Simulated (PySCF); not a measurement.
Species: benzene, C₆H₆.
InChI=1S/C6H6/c1-2-4-6-5-3-1/h1-6H

Method used: PBE0/def2-SVPD in PySCF (dipole) on a GFN2-xTB geometry, gas phase.

Masses are those of the commonest isotopes; rigid-rotor values at the optimised geometry. 

(1) Give the principal moments of inertia and the rotational constants in MHz.

(2) What kind of rotor is it?

(3) What does the inertial defect say?

Answers

(1) Ia = 87.39, Ib = 87.39, Ic = 174.78 u·Å²; 505379 MHz·u·Å²/I gives A = 5783, B = 5783, C = 2892 MHz.

(2) An oblate symmetric top, as the point group D6h requires two equal moments; Ray's κ = 1.000.

(3) Planar: Δ = Ic − Ia − Ib = 0.00 u·Å². For a rigid frame Δ = −2 Σ m c², so it vanishes when all atoms lie in the ab plane; here none is more than 0.01 Å from it.

The point group D6h allows no dipole (computed: 0.00 D), so a rigid rotor has no electric-dipole lines.

No GFN2-xTB frequencies stand behind this structure, so it isn't proved a minimum. These are rigid-rotor constants of the computed structure; measured ground-state constants (B0) also hold zero-point vibration.

Hardware: one thread, Arm Neoverse V1, on a shared host. Cost: 21 s. This is the PBE0/def2-SVPD job that gave the dipole, with the excitations it also computed.
